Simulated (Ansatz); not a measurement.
Relaxation of C2H6S (9 atoms, charge 0, multiplicity 1), to a largest force component of 0.015 eV/Å in at most 40 steps.

Level of theory: RKS PBE-D4/STO-3G (Ansatz 0.2.0).

```xyz
9
Properties=species:S:1:pos:R:3
C -0.636 0.289 -0.546
C 0.647 -0.256 -0.139
S 0.464 -1.126 1.430
H -1.368 -0.434 -0.693
H -0.575 0.848 -1.533
H -1.053 1.076 0.173
H 1.035 -0.955 -0.891
H 1.435 0.558 -0.038
H 0.140 -0.047 2.218
```

Where does it end, and by what steps?

The forces met the threshold. Limits of this set-up: minimal basis. After 4 steps the energy has fallen by 0.446 eV; S3 moved furthest, 0.12 Å.

| step | energy less start (eV) | largest force component (eV/Å) | accepted |
| --- | --- | --- | --- |
| 0 | 0.0000 | 5.545 | yes |
| 1 | -0.3916 | 1.290 | yes |
| 2 | -0.4415 | 0.329 | yes |
| 3 | -0.4452 | 0.128 | yes |
| 4 | -0.4458 | 0.007 | yes |

```xyz
9
Properties=species:S:1:pos:R:3
C -0.684 0.352 -0.586
C 0.668 -0.251 -0.099
S 0.557 -1.173 1.482
H -1.447 -0.440 -0.707
H -0.550 0.860 -1.560
H -1.067 1.094 0.140
H 1.038 -0.972 -0.856
H 1.424 0.561 -0.030
H 0.149 -0.076 2.197
```

Run time: 5.3 s on 1 thread of Arm Neoverse V2 (shared host), peak memory 0.097 GiB.
